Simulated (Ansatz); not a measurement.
A CCSD(T) single point on `C[C@@]1(F)C[C@H]1F`.

```yaml
crystal:
  periodic: [false, false, false]
  atoms:
    - {symbol: C, position_ang: [-0.579507, -0.837736, 1.069813]}
    - {symbol: C, position_ang: [0.437167, -0.188879, 0.194394]}
    - {symbol: F, position_ang: [1.722015, -0.503017, 0.559720]}
    - {symbol: C, position_ang: [0.214540, 0.010230, -1.274150]}
    - {symbol: C, position_ang: [0.262924, 1.181099, -0.343045]}
    - {symbol: F, position_ang: [-0.893767, 1.848168, -0.075004]}
    - {symbol: H, position_ang: [-1.581930, -0.511801, 0.792515]}
    - {symbol: H, position_ang: [-0.522925, -1.924052, 0.976664]}
    - {symbol: H, position_ang: [-0.406073, -0.563727, 2.112521]}
    - {symbol: H, position_ang: [1.053474, -0.122005, -1.945681]}
    - {symbol: H, position_ang: [-0.753458, -0.281987, -1.662808]}
    - {symbol: H, position_ang: [1.124439, 1.838610, -0.370938]}
basis:
  gaussian: {orbitals: def2-TZVPP}
correlation: {method: ccsd_t}
```

```sh
$ ansatz run in.yaml --threads 4 --pin off --events-out ev --progress --plain --max-ram 10444MiB
```

Log, shortened:

```
Functional definition: HF
1645 factors; integrals over basis functions are off by at most 1.0e-3 eV
mean field evaluation 1: about -9627.5749 eV, gradient 3.7e1 eV
mean field evaluation 2: about -9627.8366 eV, gradient 3.7e1 eV
mean field evaluation 4: about -9631.2540 eV, gradient 4.4e0 eV
mean field evaluation 8: about -9631.3086 eV, gradient 2.6e-1 eV
mean field -9631.30881976 eV, -353.9440707908 hartree, gradient 2.7e-6 eV, S^2 0.000000; 0 other end points of the search recorded, 0 dependent functions left out
6 core orbitals not correlated: weight in the atoms' cores, before any rotation towards them, 1.000 or more for the frozen orbitals, at most 0.000 for the correlated occupied ones
reference -9631.30881976 eV, -353.9440707908 hartree; 18, 18 occupied and 246, 246 virtual orbitals, 1645 factors
second order -31.61837824 eV of doubles, -0.00000000 eV of singles
cycle   1  -31.72708799 eV  change   -1.1e-1 eV  update   1.1e-1
cycle   2  -32.38986525 eV  change   -6.6e-1 eV  update   3.1e-2
cycle   3  -32.53918441 eV  change   -1.5e-1 eV  update   1.4e-2
cycle   4  -32.52785113 eV  change    1.1e-2 eV  update   2.8e-3
cycle   5  -32.52698963 eV  change    8.6e-4 eV  update   1.1e-3
cycle   6  -32.52785985 eV  change   -8.7e-4 eV  update   2.9e-4
cycle   7  -32.52777350 eV  change    8.6e-5 eV  update   1.1e-4
cycle   8  -32.52769117 eV  change    8.2e-5 eV  update   3.7e-5
cycle   9  -32.52769069 eV  change    4.8e-7 eV  update   1.5e-5
perturbative correction -1.19587465 eV, -0.0439475827 hartree
Total energy: -9665.03238510 eV, -355.1833889582 hartree
```

It took 5.3 min on 4 threads of an Arm Neoverse V1 on a shared host, with 7.8 GiB of host memory at the peak.

The correlation energy is -33.724 eV, 3.5 % of it from (T); the T1 diagnostic reads 0.0105.
